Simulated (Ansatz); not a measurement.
A nudged elastic band was laid between two geometries of BFH2 + ClH (6 atoms, charge 0, multiplicity 1).

Level of theory: Ansatz 0.2.0, RKS r2SCAN/6-31G*.

```yaml
movable_images: 7
climbing_image: from the first iteration
spring: 5.0 eV/Å²
optimiser: fire
start_path: through a guess of the saddle point
force_threshold: 0.05 eV/Å
iteration_limit: 60
end_points: relaxed
```

Initial state:

```xyz
6
Properties=species:S:1:pos:R:3
B -0.008 0.312 -0.063
F -0.011 0.558 1.248
H 1.053 0.269 -0.617
H -1.069 0.202 -0.609
Cl 0.093 -2.615 0.912
H 0.078 -1.840 1.940
```

Final state:

```xyz
6
Properties=species:S:1:pos:R:3
B 0.016 -0.408 -0.174
F 0.009 0.110 1.720
H 1.049 0.105 -0.465
H -1.052 0.037 -0.453
Cl 0.075 -2.194 0.102
H 0.040 -0.765 2.082
```

What changes between the two ends?

Bonds broken: B1–F2, Cl5–H6. Bonds formed: B1–Cl5, F2–H6. BFH2 + ClH becomes BClH2 + FH.

What energy profile does the band end with?

The run converged. The highest image is number 4 of 0 to 8, 78.6 kJ/mol above the first end and 32.6 kJ/mol above the last; the last end lies 46.1 kJ/mol above the first. Another band between the same ends (7 images) ends at a top of the same energy, where a vibrational analysis finds 1 clearly imaginary mode. The orbitals stay closed-shell, which can raise the energy where a bond breaks towards radicals; this wasn't checked here.

```csv
image,path coordinate (Å),energy (kJ/mol),B1–F2 (Å),Cl5–H6 (Å),B1–Cl5 (Å)
0,0.00,0.0,1.33,1.29,3.09
1,0.34,2.3,1.34,1.29,2.86
2,0.69,13.7,1.36,1.30,2.59
3,1.03,46.6,1.41,1.34,2.28
4,1.37,78.6,1.54,1.54,2.05
5,1.57,68.8,1.64,1.74,1.95
6,1.77,55.4,1.75,1.96,1.88
7,1.98,48.1,1.85,2.20,1.83
8,2.18,46.1,1.96,2.44,1.81
```

What is the geometry of the highest image?


```xyz
6
Properties=species:S:1:pos:R:3
B 0.010 -0.179 0.031
F 0.006 0.148 1.535
H 1.056 0.095 -0.464
H -1.053 0.032 -0.457
Cl 0.073 -2.157 0.546
H 0.046 -1.053 1.619
```

Time of the run: 6.9 min on 1 thread of Arm Neoverse V2, on a shared host, peak memory 0.11 GiB.
